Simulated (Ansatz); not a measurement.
# Relative stability

Two isomers of CH4FSi (charge -1), singlet, relaxed at PBE0-D4/def2-TZVPD (vibrations not checked).

A:

C1  (-0.869, 0.422, -0.598)
Si2  (0.470, -0.149, 0.364)
F3  (1.122, -1.677, 0.195)
H4  (-1.897, 0.154, -0.360)
H5  (-0.726, 0.793, -1.612)
H6  (0.166, -0.199, 1.842)
H7  (1.733, 0.655, 0.169)
(Å)

B:

C1  (-0.619, 0.368, -0.292)
Si2  (0.998, -0.720, -0.298)
F3  (0.603, -1.747, 0.997)
H4  (-1.457, -0.160, -0.760)
H5  (-0.435, 1.276, -0.883)
H6  (-0.924, 0.673, 0.717)
H7  (1.835, 0.310, 0.519)
(Å)

Program: Ansatz 0.2.0. Basis: def2-TZVPPD. Cores are frozen in the correlated methods. B3LYP uses VWN-RPA correlation.

**Question.** Which structure is lower at CCSD(T), and by how much? (To be estimated.)

**Answer.** Computed: B, by 10.6 kJ/mol (electronic energy, against the other). By their contacts, A is CH₄FSi ([CH2][SiH2][F]), total charge -1 and B is CH₄FSi ([CH3][SiH][F]), total charge -1.

**Question.** Do the other methods give the same order? (A judgement: the text doesn't fix the answer.)

**Answer.** The calculation gives: Not all: MP2 gives the other order.

```json
{"method": "PBE-D4", "E(B) − E(A) (kJ/mol)": "-16.5"}
{"method": "r2SCAN-D4", "E(B) − E(A) (kJ/mol)": "-8.2"}
{"method": "PBE0-D4", "E(B) − E(A) (kJ/mol)": "-15.6"}
{"method": "B3LYP-D4", "E(B) − E(A) (kJ/mol)": "-13.6"}
{"method": "wB97M-V", "E(B) − E(A) (kJ/mol)": "-13.1"}
{"method": "HF", "E(B) − E(A) (kJ/mol)": "-14.3"}
{"method": "MP2", "E(B) − E(A) (kJ/mol)": "0.9"}
{"method": "CCSD", "E(B) − E(A) (kJ/mol)": "-12.7"}
{"method": "CCSD(T)", "E(B) − E(A) (kJ/mol)": "-10.6"}
```

No T1 diagnostic of these runs exceeds 0.014.

Labels in which every atom is bracketed show which atoms are joined, not bond orders.
